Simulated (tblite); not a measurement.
# C3H7F: the cost of one run

Programs: tblite 0.8.0 and PySCF 2.14.0. All values are calculated, for the isolated system unless a continuum is named. Atoms count from 0, parts from 1.

### Step 1. The system as given

11 atoms, charge 0, multiplicity 1; geometry: rigid parts in contact. Parts: 1 = atoms 0–4, `CF`, charge 0; 2 = atoms 5–10, `C=C`, charge 0.

### Step 2. Search for minima with GFN2-xTB

Job settings and geometry (Å):

```
{"job": {"kind": "dock", "xc": "GFN2-xTB", "basis": "xTB"}, "charge": 0, "multiplicity": 1, "parts": [{"atoms": "0-4", "charge": 0, "multiplicity": 1}, {"atoms": "5-10", "charge": 0, "multiplicity": 1}]}
C     -0.065117     0.025091     0.002830
F      1.207163    -0.464043    -0.052143
H     -0.670739    -0.525722    -0.717909
H     -0.440262    -0.120905     1.016423
H     -0.031045     1.085579    -0.249202
C      0.119133    -0.222111     3.281969
C      1.157131    -0.973572     2.980977
H     -0.833463    -0.646391     3.554304
H      0.170794     0.854351     3.270526
H      1.105551    -2.050059     2.992915
H      2.109570    -0.549132     2.708331
```

With the program's defaults for keys left out, this is: GFN2-xTB search for minima from random contacts, gas phase.

Launch:

```bash
> OMP_NUM_THREADS=1 python cluster_run.py task.json out
```

One launch serves the whole session: the jobs run in the order shown.

Q: Estimate the wall time of this first job on 1 thread of AMD EPYC, shared host.

About 8.5 s.
